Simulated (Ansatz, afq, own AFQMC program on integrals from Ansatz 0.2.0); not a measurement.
Integrals from Ansatz 0.2.0, then the random walk in our own AFQMC program (afq).

```yaml
crystal:
  periodic: [false, false, false]
  atoms:
    - {symbol: Al, position_ang: [0.000000, 0.000000, 0.000000]}
    - {symbol: O, position_ang: [0.000000, 0.000000, 2.081000]}
basis:
  gaussian: {orbitals: 6-31G}
total_charge: 1
magnetization: {spin_polarized: true, initial_magnetization: 2}
correlation: {method: ccsd_t, electrons: outside_noble_gas, hamiltonian_folder: ham}
```

```sh
$ ansatz run in.yaml --threads 1 --pin off --events-out ev --progress --plain --max-ram 16896MiB --backend cuda --devices 0, --max-vram 18GiB
```

afq runs on the folder ham with

```
--method phaseless --trial cisd --walkers 4000 --populations 20 --least-time 60 --time-step 0.005 --steps-per-block 50 --equilibration-blocks 28 --max-blocks 4000 --target-error 0.00017 --factor-cut 1e-05 --start spin_pure --seed 1692 --release-times 0.24,0.51,0.99,1.62,2.4 --release-step 0.03 --release-every 3 --taylor-order 6
```

Times are imaginary, in 1/Eh. The walk had a cap of 122 s. With eight or more populations the least sampling time is a fifth of least-time, and the error comes from their spread.

Log:

```
orbitals 16  electrons 5 3  factors 82 of 213
reference energy -316.41403141 Eh
CCSD correlation -0.10900883 Eh in 15 cycles, weight of the determinant in the CISD state 0.8836
energy of the start -316.521773 Eh
 block  time / (1/Eh)  mean weight  energy / Eh
     1     0.250  1.0000  -316.521781
     2     0.500  1.0002  -316.522548
     3     0.750  0.9999  -316.523246
     4     1.000  1.0000  -316.523611
     5     1.250  1.0000  -316.524029
    12     3.000  1.0001  -316.524716
    19     4.750  1.0001  -316.525322
    26     6.500  0.9994  -316.524576
    33     8.250  1.0001  -316.525250
    40    10.000  0.9998  -316.524683
    47    11.750  1.0001  -316.525059
    54    13.500  1.0001  -316.524527
    60    15.000  0.9998  -316.523847
    61    15.250  1.0000  -316.525709
    68    17.000  1.0000  -316.524990
    69    17.250  1.0002  -316.527869
    75    18.750  1.0003  -316.524842
    78    19.500  1.0001  -316.524604
error from the spread of 20 populations
released: time / (1/Eh)  energy / Eh  error  mean overlap
  0.24  -316.524991  0.000089  0.9987
  0.51  -316.525143  0.000064  0.9981
  0.99  -316.525256  0.000139  1.0002
  1.62  -316.525308  0.000077  0.9984
  2.40  -316.525470  0.000076  0.9935
energy -316.524919 +/- 0.000126 Eh
(rows thinned)
```

The run passed its tests (sampling time, drift between the halves within three errors, error under three times the target), which doesn't prove that it has relaxed.

Against this walk (error 3.4 meV) on the same determinant: CCSD(T) 6.4 meV higher (within the noise), CCSDT(Q) 20.0 meV lower, CCSDTQ 19.0 meV lower, full CI 19.1 meV lower. The error is statistical and leaves out the bias of the constraint. The determinant has ⟨S²⟩ = 2.10, so the low cluster orders mix in higher spin, while the walk starts as a pure triplet. The released energies are still falling (meV from the phaseless value at times in 1/Eh: -2.0 ± 2.4 at 0.24, -6.1 ± 1.7 at 0.51, -9 ± 4 at 0.99, -10.6 ± 2.1 at 1.62, -15.0 ± 2.1 at 2.40), so they give no level; they do show a bias of the constraint, and the last of them that isn't too noisy lies 4 meV above full CI. Full CI is exact here, so the walk's 19 meV above it is the walk's own error: the bias of the constraint with this trial.

Cautions: constraint bias not in the error; lower spins were not checked; raised T1 diagnostic (T1 0.044, weight of the determinant 0.88, largest double 0.10); unrestricted determinant spin contaminated (⟨S²⟩ 2.10 against 2.00).

The walk took 16 s on 1 × NVIDIA H100 80GB HBM3 with 2 threads of AMD EPYC 7R13 Processor (Zen 3), with other jobs on the host (the card was shared). The log's last line is the phaseless energy.

CCSDT and higher add their correlation energy to the determinant of the CCSD(T) run, since their own runs factorise the integrals more tightly (a shift of under 2 meV). A walk keeps the symmetry of its determinant, which the program's search chose and which needn't be the lowest solution, so a lower state of the same spin and another symmetry isn't excluded.
